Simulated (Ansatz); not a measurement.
# H2O+ (quartet): the correlation ladder, def2-TZVPP

One table from this session's results is given with a row withheld; the runs are named, their logs left out.

Computed with Ansatz 0.2.0, Gaussian basis. Level: def2-TZVPP, core rule «outside noble gas», up to 1 orbitals frozen.

To be run: UHF; ROHF; CCSD(T) on UHF.

### The geometry

The geometry is a PBE0/def2-TZVP stationary point (not a proven minimum) of the parent state, kept for this charge and spin.

3 atoms, charge 1, spin multiplicity 4.

Atoms are counted from 1 here; the program's logs count them from 0.

Bond lengths: O1–H2 1.004 Å, O1–H3 1.004 Å. Angles: H2–O1–H3 109.8°.

The first run:

in.yaml

```yaml
crystal:
  periodic: [false, false, false]
  atoms:
    - {symbol: O, position_ang: [0.000000, -0.064607, 0.000000]}
    - {symbol: H, position_ang: [0.000000, 0.512764, -0.821140]}
    - {symbol: H, position_ang: [0.000000, 0.512764, 0.821140]}
basis:
  gaussian: {orbitals: def2-TZVPP}
total_charge: 1
magnetization: {spin_polarized: true, initial_magnetization: 3}
hamiltonian: {xc: hf}
output: {orbitals: {seedname: orbitals}}
```

On the command line:

```console
ansatz run in.yaml --threads 1 --pin off --events-out ev --progress --plain --max-ram 3968MiB --backend cpu
```

Among the steps run: UHF; ROHF; CCSD(T) on UHF.

One table of the session follows, with a row left open; its other results are not shown here.

It belongs to the step «Misses and costs». 

| method | from UCCSD(T) (meV) |
| --- | --- |
| ROHF | +5152.6 |
| UHF | +4974.5 |
| UMP2 | ? |
| UCCSD | +119.2 |
| UCCSD(T) | 0 |

Q: Estimate the row for UMP2 from the others.

The run gave: from UCCSD(T) (meV): +682.4. In the column «from UCCSD(T) (meV)» it lies between UCCSD (+119.2) and UHF (+4974.5).
